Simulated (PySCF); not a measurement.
Species: C₅H₁₃N.
Numbering: `[CH3:1][NH:2][C:3]([CH3:4])([CH3:5])[CH3:6]` (hydrogens: H7, H8, H9 on C1; H10 on N2; H11, H12, H13 on C4; H14, H15, H16 on C5; H17, H18, H19 on C6)

Cartesian coordinates in Å at the PBE0-D3(BJ)/def2-TZVP level; atoms count from 1:
```
atom  x, y, z in Å
C1     2.104   -0.198   -0.160
N2     0.950   -0.343    0.699
C3    -0.361   -0.029    0.126
C4    -0.441    1.383   -0.461
C5    -0.691   -1.054   -0.953
C6    -1.365   -0.158    1.263
H7     2.250    0.808   -0.582
H8     3.000   -0.454    0.408
H9     2.043   -0.901   -0.993
H10    1.079    0.214    1.535
H11    0.244    1.509   -1.302
H12   -1.449    1.596   -0.824
H13   -0.191    2.132    0.296
H14   -0.597   -2.065   -0.553
H15   -1.714   -0.912   -1.311
H16   -0.028   -0.961   -1.816
H17   -2.379    0.054    0.916
H18   -1.339   -1.167    1.679
H19   -1.134    0.548    2.067
```

All values: wB97X-D/pcSseg-2 (PySCF, non-relativistic), on one gas-phase PBE0-D3(BJ)/def2-TZVP geometry that isn't relaxed in the solvent. The solvent is an IEF-PCM continuum (van der Waals radii × 1.2). Only the electrostatic response of the medium enters.

Gas phase at wB97X-D/pcSseg-2: HOMO -8.18 eV, LUMO 2.18 eV, dipole 0.91 D.

Task: What does the continuum do to the energy, the frontier levels and the dipole at wB97X-D/pcSseg-2 in chloroform?

Result: 
```csv
solvent,ε,E(solvent) − E(gas) (kJ/mol),polarisation term (kJ/mol),distortion of the solute (kJ/mol),HOMO (eV),LUMO (eV),dipole (D)
chloroform,4.711,-9.60,-10.54,0.94,-8.20,2.32,1.23
```

The first energy column is the sum of the next two and covers electrostatics alone.

Task: Give the dipole vector in the frame of the coordinates (D, pointing from negative to positive charge), gas and chloroform.

Result: Gas (0.00, 0.90, -0.13), solvent (-0.01, 1.22, -0.20). Its length changes by +35 % and its direction by 1°.

wB97X-D is run here without its empirical dispersion term; that term would change no orbital, density or response property at a fixed geometry.
